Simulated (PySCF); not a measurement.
C3H7FN (doublet state).
Z-matrix (Å and degrees, GFN2-xTB geometry), rows numbered from 1:
```
N 
C   1  1.4653
C   2  1.4826  1  112.51
C   3  1.4740  2  122.09  1   117.53
F   4  1.3860  3  111.58  2    45.87
H   1  1.0143  2  110.60  3    66.24
H   1  1.0150  2  110.23  3   -52.96
H   2  1.0970  1  106.54  3  -122.59
H   2  1.0923  1  108.02  3   121.74
H   3  1.0768  2  119.02  1   -51.78
H   4  1.1053  3  113.12  2   -71.61
H   4  1.0952  3  111.80  2   165.16
```

The hyperfine couplings belong to this conformer and change with its torsions.

As a line formula: `NC[CH]CF` [radical].

Level of theory: PySCF 2.14.0, UKS B3LYP, pcH-1 on C F H N, non-relativistic, mean-field spin-orbit, GIAO. Isolated species at its GFN2-xTB geometry (one conformer only). The geometry wasn't refined by DFT: couplings that depend on bond lengths, twists or pyramidal angles can differ widely from those at the functional's own minimum. Stability of the SCF solution: not tested.

Where do the isotropic ENDOR lines of C3, C4, C2, F5, H11/H12, H10, H8/H9 and H6/H7 fall at 346.1 mT, to first order?

For S = 1/2 in fast tumbling each set of equivalent nuclei gives two lines, ν± = |νn ± a/2| to first order, with νn = g_N μN B/h and μN/h = 7.62259 MHz/T.

```json
{"nuclei": "C3", "isotope": "13C", "g_N": "1.4048", "νn (MHz)": "3.71", "a_iso (MHz)": "86.23", "lower line (MHz)": "39.41", "upper line (MHz)": "46.82"}
{"nuclei": "C4", "isotope": "13C", "g_N": "1.4048", "νn (MHz)": "3.71", "a_iso (MHz)": "-34.84", "lower line (MHz)": "13.71", "upper line (MHz)": "21.13"}
{"nuclei": "C2", "isotope": "13C", "g_N": "1.4048", "νn (MHz)": "3.71", "a_iso (MHz)": "-27.48", "lower line (MHz)": "10.03", "upper line (MHz)": "17.45"}
{"nuclei": "F5", "isotope": "19F", "g_N": "5.2577", "νn (MHz)": "13.87", "a_iso (MHz)": "154.98", "lower line (MHz)": "63.62", "upper line (MHz)": "91.36"}
{"nuclei": "H11/H12", "isotope": "1H", "g_N": "5.5857", "νn (MHz)": "14.74", "a_iso (MHz)": "79.46", "lower line (MHz)": "24.99", "upper line (MHz)": "54.46"}
{"nuclei": "H10", "isotope": "1H", "g_N": "5.5857", "νn (MHz)": "14.74", "a_iso (MHz)": "-59.99", "lower line (MHz)": "15.26", "upper line (MHz)": "44.73"}
{"nuclei": "H8/H9", "isotope": "1H", "g_N": "5.5857", "νn (MHz)": "14.74", "a_iso (MHz)": "41.09", "lower line (MHz)": "5.81", "upper line (MHz)": "35.28"}
{"nuclei": "H6/H7", "isotope": "1H", "g_N": "5.5857", "νn (MHz)": "14.74", "a_iso (MHz)": "-6.31", "lower line (MHz)": "11.58", "upper line (MHz)": "17.89"}
```

The rows for 13C, of low natural abundance, apply to labelled samples.

Which pairs are centred on the nuclear Larmor frequency, and which on half the coupling?

Centred on νn, since |a| < 2νn: H6/H7. Centred on |a|/2 and split by 2νn: C3, C4, C2, F5, H11/H12, H10 and H8/H9.

Couplings of abundant isotopes left out: N1 (2.5 MHz).

Nuclei that the bonding pattern makes equivalent are averaged, as if the motion that swaps them (rotation, inversion, ring flip) were fast. The 1H value of +79.5 MHz is a mean of couplings from 34.7 to 124.2 MHz in this one geometry, not an average over conformers. The 1H value of +41.1 MHz is a mean of couplings from 9.5 to 72.6 MHz in this one geometry, not an average over conformers.

The Mulliken spin populations are largest on C3 (+0.98), N1 (+0.07) and C2 (-0.07). No atom but C3 exceeds +0.15. The positive populations add up to 1.17 and the negative ones to -0.17, together 2S = 1. The angles at C3 add up to 359.2°, so it is planar; its axial dipolar tensor and the negative coupling of its proton fit spin in a p orbital normal to that plane.
